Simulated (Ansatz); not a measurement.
`[AlH2][Cl]`, charge 0, multiplicity 1.

Problem. Give a relaxed structure at PBE0-D4/def2-TZVP (the Gaussian-basis code of Ansatz). (An estimate is asked.)

Solution. Computed: 
Z-matrix (Å, degrees):
```
Al
Cl 1 2.097
H 1 1.575 2 117.5
H 1 1.575 2 117.5 3 -180.0
```
Point group C2v.
